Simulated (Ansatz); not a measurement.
**CH2Cl+: functionals against CCSD(T) at one geometry**

The task here is to estimate one member of a computed series from the others.

Method: single points in def2-TZVPP; program: Ansatz 0.2.0, Gaussian basis.

Cores are frozen in the correlated methods.

**Starting geometry**

SMILES `[CH2+]Cl`, 4 atoms, charge 1, spin multiplicity 1.

Atoms are counted from 1 here; the program's logs count them from 0.

Bond lengths: C1–Cl2 1.597 Å, C1–H3 1.123 Å, C1–H4 1.168 Å. Angles: Cl2–C1–H3 121.0°, Cl2–C1–H4 119.2°, H3–C1–H4 119.8°.

Coordinates:

```xyz
4

C    -0.11119   -0.01826   -0.05355
Cl    1.33850    0.13599    0.59786
H    -0.70083   -0.96649    0.06446
H    -0.57410    0.88379   -0.63291
```

Set-up of the first run:

Input file run/in.yaml:

```yaml
crystal:
  periodic: [false, false, false]
  atoms:
    - {symbol: C, position_ang: [-0.111188, -0.018258, -0.053546]}
    - {symbol: Cl, position_ang: [1.338502, 0.135987, 0.597860]}
    - {symbol: H, position_ang: [-0.700833, -0.966490, 0.064461]}
    - {symbol: H, position_ang: [-0.574095, 0.883787, -0.632912]}
basis:
  gaussian: {orbitals: def2-TZVPP}
total_charge: 1
hamiltonian: {xc: pbe, dispersion: d4}
output: {forces: true}
```

Command:

```sh
$ ansatz run in.yaml --threads 2 --pin off --events-out ev --progress --plain --max-ram 3481MiB
```

Steps of the session up to this table: PBE-D4/def2-TZVPP; r2SCAN-D4/def2-TZVPP; PBE0-D4/def2-TZVPP; wB97M-V/def2-TZVPP; CCSD(T)/def2-TZVPP.

One table of the session follows, with a row left open; its other results are not shown here.

```
   method  RMS force component (eV/Å)  angle to CCSD(T) forces (°)
   PBE-D4                           ?                            ?
r2SCAN-D4                       0.845                          5.0
  PBE0-D4                       0.837                         11.4
  wB97M-V                       0.873                          9.0
  CCSD(T)                       0.908                    reference
```

Estimate the missing values for PBE-D4.

The run gave: RMS force component (eV/Å): 0.770; angle to CCSD(T) forces (°): 6.0. In the column «RMS force component (eV/Å)» it is the lowest.
